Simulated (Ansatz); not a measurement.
**SiHF (SMILES F[SiH]): HF/def2-TZVPPD**

What is the vertical ionisation energy of SiHF at HF/def2-TZVPPD? 

Program for the calculation: Ansatz 0.2.0.

58 further runs of the same task are left out: 58 set aside as unsound or not needed.

## 1. The system as given

SiHF: 3 atoms, total charge 0, spin state singlet. As SMILES, `F[SiH]`. Geometry: relaxed at PBE0-D4/def2-TZVP.

Bond lengths: F1–Si2 1.612 Å, Si2–H3 1.541 Å. Angles: F1–Si2–H3 96.3°.

## 2. The energy at HF/def2-TZVPPD

The input, input.yaml:

```yaml
crystal:
  periodic: [false, false, false]
  atoms:
    - {symbol: F, position_ang: [-1.090200, 0.024400, -0.602300]}
    - {symbol: Si, position_ang: [0.186800, 0.629400, 0.173800]}
    - {symbol: H, position_ang: [0.892400, -0.718600, 0.415300]}
basis:
  gaussian: {orbitals: def2-TZVPPD.json}
output: {orbitals: {seedname: orbitals}}
accuracy: high
hamiltonian: {xc: hf}
```

The basis set def2-TZVPPD is read from a file made from the Basis Set Exchange's data (not shown).

On the command line:

```sh
$ ansatz run input.yaml --threads 1 --pin off --max-ram 3480MiB --events-out events.jsonl --progress --plain --runs-dir runs
```

Log:

```text
Warning: RAYON_NUM_THREADS=1 ignored (pool sized by the plan → 1); use --threads N
Functional definition: HF
  name "HF"
  exchange = exact_x
  correlation = 0
1560 factors; integrals over basis functions are off by at most 3.9e-9 eV
mean field evaluation 1: about -10584.1252 eV, gradient 2.7e1 eV
mean field evaluation 2: about -10584.1271 eV, gradient 2.7e1 eV
mean field evaluation 4: about -10585.4909 eV, gradient 1.7e0 eV
mean field evaluation 8: about -10585.5087 eV, gradient 9.8e-2 eV
mean field evaluation 16: about -10585.5088 eV, gradient 7.3e-9 eV
mean field -10585.50882206 eV, -389.0102740953 hartree, gradient 7.3e-9 eV, S^2 0.000000; 0 other end points of the search recorded, 0 dependent functions left out
reference -10585.50882206 eV, -389.0102740953 hartree; 12, 12 occupied and 93, 93 virtual orbitals, 1560 factors
Total energy: -10585.50882206 eV, -389.0102740953 hartree
```

Run time: 2.3 s. Hardware: 1 thread of Arm Neoverse V1, shared host; peak memory 0.21 GiB.

## 3. The doublet cation at the same level

The input, molecule.yaml:

```yaml
crystal:
  periodic: [false, false, false]
  atoms:
    - {symbol: F, position_ang: [-1.090200, 0.024400, -0.602300]}
    - {symbol: Si, position_ang: [0.186800, 0.629400, 0.173800]}
    - {symbol: H, position_ang: [0.892400, -0.718600, 0.415300]}
basis:
  gaussian:
    orbitals: def2-TZVPPD.json
total_charge: 1
magnetization:
  spin_polarized: true
  initial_magnetization: 1
hamiltonian:
  xc: hf
accuracy: high
output: {orbitals: {seedname: orbitals}}
```

The basis set def2-TZVPPD is read from a file made from the Basis Set Exchange's data (not shown).

On the command line:

```sh
$ ansatz run molecule.yaml --threads 1 --pin off --max-ram 3480MiB --events-out events.jsonl --progress --plain --runs-dir runs
```

Log:

```text
Warning: RAYON_NUM_THREADS=1 ignored (pool sized by the plan → 1); use --threads N
[... 4 set-up lines as earlier in the session ...]
1560 factors; integrals over basis functions are off by at most 3.9e-9 eV
mean field evaluation 1: about -10568.7372 eV, gradient 5.0e1 eV
mean field evaluation 2: about -10568.7425 eV, gradient 5.0e1 eV
mean field evaluation 4: about -10576.6225 eV, gradient 3.2e0 eV
mean field evaluation 8: about -10576.7497 eV, gradient 1.4e-1 eV
mean field evaluation 16: about -10576.7503 eV, gradient 2.7e-8 eV
mean field evaluation 32: about -10571.5485 eV, gradient 2.5e0 eV
mean field -10576.75027169 eV, -388.6884033056 hartree, gradient 2.7e-8 eV, S^2 0.776432; 1 other end points of the search recorded, 0 dependent functions left out
reference -10576.75027169 eV, -388.6884033056 hartree; 12, 11 occupied and 93, 94 virtual orbitals, 1560 factors
Total energy: -10576.75027169 eV, -388.6884033056 hartree
```

It took 4.2 s on 1 thread of Arm Neoverse V1, shared host; peak memory 0.23 GiB.

## 4. What came out

Level: HF/def2-TZVPPD.

| quantity | value |
| --- | --- |
| singlet SiHF: total energy | -389.01027 Eh |
| singlet SiHF: HOMO energy | -9.58 eV |
| singlet SiHF: LUMO energy | 0.45 eV |
| singlet SiHF: HOMO–LUMO gap | 10.03 eV |
| doublet cation: total energy | -388.68840 Eh |
| doublet cation: HOMO energy (highest over α and β) | -19.71 eV |
| doublet cation: LUMO energy (lowest over α and β) | -8.04 eV |
| doublet cation: ⟨S²⟩ | 0.776 |
| vertical ionisation energy (to the doublet cation) | 8.759 eV |

Removing an electron at fixed nuclei costs 8.76 eV (202 kcal/mol). −ε(HOMO) before ionisation, 9.58 eV, is 0.83 eV above this ionisation energy.
